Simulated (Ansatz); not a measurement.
**[S3]2-: the relaxed shape and its frontier levels**

Aim: characterise [S3]2- as a singlet: its structure, frontier levels and distribution of charge.

Program: Ansatz 0.2.0, Gaussian basis. Level of theory: RKS PBE0-D4/def2-TZVPD. These are calculated values, not measurements.

The runs, in order: relaxation at PBE0-D4/def2-TZVPD; a search for the lowest solution at PBE0-D4/def2-SVP; a single point at PBE0-D4/def2-TZVPD.

## Step 1: The system as given

3 atoms, charge -2, spin multiplicity 1.

Atoms are counted from 1 here; the program's logs count them from 0.

Bond lengths: S1–S2 2.028 Å, S2–S3 2.028 Å. Angles: S1–S2–S3 112.4°.

As a file:

```xyz
3

S     0.7136   -0.1591    1.5641
S    -0.4055    0.6303    0.0680
S    -0.3081   -0.4712   -1.6321
```

The ion is computed in the gas phase, without counter-ions or solvent.

The start is a GFN2-xTB (ALPB water) geometry.

## Step 2: Optimising with PBE0-D4/def2-TZVPD

Input file in.yaml:

```yaml
crystal:
  periodic: [false, false, false]
  atoms:
    - {symbol: S, position_ang: [0.713590, -0.159090, 1.564150]}
    - {symbol: S, position_ang: [-0.405490, 0.630300, 0.067980]}
    - {symbol: S, position_ang: [-0.308100, -0.471200, -1.632130]}
basis:
  gaussian: {orbitals: def2-TZVPD}
total_charge: -2
hamiltonian: {xc: pbe0, dispersion: d4}
scf: {lower_state_search: "off"}
output: {orbitals: {seedname: orbitals}}
relax: {f_tol: 0.02, max_steps: 100}
```

Launch:

```console
ansatz run in.yaml --threads 4 --pin off --events-out ev --progress --plain --max-ram 3916MiB
```

After this run come: Searching for the lowest solution, PBE0-D4/def2-SVP; Single point, PBE0-D4/def2-TZVPD.

Q: Predict the results of all the runs planned. Wanted: point group; commonest bond; HOMO, LUMO at PBE0-D4/def2-TZVPD.

**Answer**, as computed:

```
                        quantity                          value
                     point group                            C2v
                  commonest bond  S–S, 2 of mean length 2.086 Å
HOMO, LUMO at PBE0-D4/def2-TZVPD                  4.48, 6.29 eV
```

The molecule keeps its bonding pattern by the stored test; the atoms moved 0.05 Å (rms). No usable vibrations, so a minimum isn't proven. Doubts on the single point: highest occupied level lies above zero.

A small anion of this charge may not be bound in the gas phase; the finite basis can hold electrons that would leave.
